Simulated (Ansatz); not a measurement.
The first iterations of a band of H2S + H4OSi (9 atoms, charge 0, multiplicity 1).

Method: RKS r2SCAN-D4/def2-SVP in Ansatz.

```yaml
movable_images: 9
climbing_image: yes
spring: 0.5 eV/Å²
optimiser: quadratic models (default)
start_path: through a guess of the saddle point
force_threshold: 0.05 eV/Å
iteration_limit: 60
end_points: relaxed
```

Image 0:

```xyz
9
Properties=species:S:1:pos:R:3
Si -0.192 0.271 -0.030
O -0.151 0.020 1.631
H -0.993 0.092 2.097
H 1.215 0.431 -0.471
H -0.968 1.515 -0.334
H -0.842 -0.864 -0.753
S 1.757 -2.728 1.222
H 0.600 -3.411 1.088
H 1.121 -1.682 1.805
```

Image 10:

```xyz
9
Properties=species:S:1:pos:R:3
Si 0.449 -0.336 -0.496
O -0.442 -1.036 2.533
H -1.335 -0.897 2.188
H 0.874 -0.003 -1.885
H 0.785 0.822 0.390
H -1.039 -0.499 -0.481
S 1.487 -2.128 0.035
H 0.896 -2.139 1.258
H -0.127 -0.139 2.712
```

| iteration | highest image above the first end (eV) | largest band force component (eV/Å) |
| --- | --- | --- |
| 1 | 30.889 | 195.144 |
| 2 | 9.841 | 60.643 |
| 3 | 4.581 | 32.014 |
| 4 | 2.022 | 13.655 |
| 5 | 1.446 | 5.493 |
| 6 | 1.474 | 3.273 |
| 7 | 1.439 | 4.694 |
| 8 | 1.363 | 2.733 |
| 9 | 1.406 | 2.018 |
| 10 | 1.525 | 2.750 |

Problem. Does the band converge within its limit, and where does its top end?

Solution. The forces met the threshold. It ended after 31 iterations with the highest image 1.157 eV above the first end. The profile has 3 maxima (images 1, 4, 8) with wells between them (images 3, 7): this band takes more than one step, which may be the mechanism or a detour left from its start path. The order of the stationary point at the top wasn't checked. The orbitals stay closed-shell, which can raise the energy where a bond breaks towards radicals; this wasn't checked here.

The run took 9.9 min on 2 threads of Arm Neoverse V1 (shared host), peak memory 0.17 GiB.
